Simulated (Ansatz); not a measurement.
Reaction (homolysis of the B–O bond): `OBO` → `[BH]O`• + `[OH]`•

Program: Ansatz. Geometries: PBE0-D4/def2-TZVP. ΔE: electronic, gas phase. CCSD(T)/CBS is extrapolated from def2-TZVPP and def2-QZVPP, frozen cores. DFT in def2-TZVPP. B3LYP here is the variant with VWN-RPA as its local correlation; programs differ in this. Open shells (•) are unrestricted, without spin–orbit coupling. Each species was taken in one conformer, which may not be the lowest.

CCSD(T)/CBS gives +6.70 eV.

(1) Another level gave +6.57 eV. Which?
A. PBE-D4/def2-TZVPP
B. B3LYP/def2-TZVPP
C. B2PLYP/def2-TZVPP
D. MP2/def2-TZVPP

Largest T1 diagnostic among the species: 0.016.

Results:

(1) C. B2PLYP 6.57, B3LYP 6.45, PBE-D4 6.63, MP2/def2-TZVPP 6.87 eV.

From PBE to PBE0 (25 % exact exchange), in def2-TZVPP and without D4, ΔE moves by −0.10 eV: exact exchange takes away binding that semilocal exchange gives to molecules. The D4 term adds +0.04 eV with B3LYP and +0.02 eV with PBE0; it sums over pairs of atoms, weighted by their polarisabilities, and B3LYP, whose exchange is more repulsive, gets the larger term.
